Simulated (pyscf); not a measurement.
PySCF, gas phase, ωB97X-D3(BJ)/def2-SVP geometries.

Q: `[NH2][SiH]([NH2])[Cl]` + `[H]` [doublet] → `[NH2][Si]([NH2])[Cl]` [doublet] + `[H][H]`
Surface: doublet. Broken: H–Si. Formed: H–H. Give ΔE‡ and ΔE from ωB97M-D3(BJ)/def2-TZVP, relative to the separated reactants.

A: ΔE‡ = 4.9 kcal/mol, ΔE = -8.6 kcal/mol. Zero-point energy shifts the barrier by -0.9 kcal/mol. It is a hydrogen abstraction, with an imaginary mode of 950i cm⁻¹. This is the saddle that the search found; another between the same sides may lie lower. The angle at the transferred H is 174°.
